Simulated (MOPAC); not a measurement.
MOPAC input (PM3):

```
PM3 PRECISE GNORM=0.05 LET XYZ CHARGE=-1 GEO-OK AUX(PRECISION=9) THREADS=1
NO2

O     1.06982681 1   -0.18778777 1    0.05497058 1
N    -0.00660330 1    0.46114076 1    0.01021508 1
O    -1.06404892 1   -0.21571040 1   -0.06390877 1
```

What heat of formation does the run end on?

-42.96 kcal/mol.
